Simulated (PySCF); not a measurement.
The dipole of `C=C(C)CC=O` from its density and from atomic charges.

Coordinates (GFN2-xTB, Å) and charges (e) from the PBE0/pcSseg-1 density (PySCF):

```
atom       x       y       z  Mulliken      IAO  Hirshfeld  ESP-fitted
  C1  -1.168  -1.253  -0.379   -0.0480  -0.3403    -0.1135     -0.6585
  C2  -0.447  -0.147  -0.305   -0.5005  +0.0379    +0.0210     +0.3636
  C3  -1.028   1.200  -0.014   -0.1393  -0.4289    -0.1167     -0.5867
  C4   1.056  -0.162  -0.471   -0.1431  -0.3225    -0.0778     -0.4000
  C5   1.638  -0.157   0.917   +0.2380  +0.2746    +0.1375     +0.5270
  O6   2.121   0.793   1.462   -0.3470  -0.3848    -0.2229     -0.4664
  H7  -2.237  -1.239  -0.249   +0.1073  +0.1492    +0.0454     +0.2309
  H8  -0.727  -2.214  -0.587   +0.1010  +0.1447    +0.0430     +0.2202
  H9  -0.955   1.839  -0.894   +0.1313  +0.1535    +0.0485     +0.1663
 H10  -2.073   1.123   0.273   +0.1160  +0.1491    +0.0480     +0.1679
 H11  -0.473   1.682   0.790   +0.1367  +0.1566    +0.0448     +0.1851
 H12   1.372  -1.064  -0.994   +0.1360  +0.1561    +0.0541     +0.1246
 H13   1.387   0.727  -1.010   +0.1344  +0.1576    +0.0507     +0.1464
 H14   1.534  -1.129   1.438   +0.0772  +0.0971    +0.0379     -0.0204
```

Question: Compute μ = Σ q r for each scheme (1 e·Å = 4.803 D) and compare with the dipole of the full density.

Answer: The full density gives (-1.26, -1.40, -1.48) D, 2.40 D in size; dipole vectors point from the negative to the positive end.

```json
{"scheme": "Mulliken", "μx": "-1.57", "μy": "-1.02", "μz": "-1.31", "size (D)": "2.29", "share of the full size (%)": "95", "angle to the full dipole (°)": "13"}
{"scheme": "IAO", "μx": "-1.31", "μy": "-1.65", "μz": "-1.47", "size (D)": "2.57", "share of the full size (%)": "107", "angle to the full dipole (°)": "4"}
{"scheme": "Hirshfeld", "μx": "-0.88", "μy": "-0.88", "μz": "-0.99", "size (D)": "1.59", "share of the full size (%)": "66", "angle to the full dipole (°)": "2"}
{"scheme": "ESP-fitted", "μx": "-1.28", "μy": "-1.40", "μz": "-1.48", "size (D)": "2.41", "share of the full size (%)": "100", "angle to the full dipole (°)": "1"}
```

Question: Which set comes closest?

Answer: Length of the difference vector: ESP-fitted 0.02 D, IAO 0.25 D, Mulliken 0.52 D, Hirshfeld 0.81 D. Closest: ESP-fitted. ESP charges are fitted to the potential around the molecule, whose slowest-falling term is the dipole's. The schemes that divide the density aren't constrained to reproduce the dipole.

Question: What is left for the Hirshfeld atoms' own dipoles?

Answer: The shares of the density sum to the whole, so what Σ q r misses lies in dipoles about the nuclei. The atomic dipoles sum to (-1.26, -1.40, -1.48) − (-0.88, -0.88, -0.99) = (-0.38, -0.52, -0.49) D, 0.81 D in size.

Question: With the origin at the mean of the coordinates, (0.000, 0.000, -0.002) Å, which are the largest single terms, by size, of the ESP-fitted dipole along the direction of the full one?

Answer: O6 +5.56, C1 -5.00, C5 -3.38, H7 +2.28, H8 +2.16 D; all 14 atoms together +2.41 D. The single terms depend on the origin, their sum doesn't.

Question: Give the size of the full dipole in other units.

Answer: 2.40 D = 0.945 au = 0.500 e·Å = 8.01 × 10⁻³⁰ C·m.

Geometry: GFN2-xTB, one conformer, isolated molecule.

Shape of the structure used: `[CH2:1]=[C:2]([CH3:3])[CH2:4][CH:5]=[O:6]`: C1–C2–C4–C5 -98°, C2–C4–C5–O6 -103°.
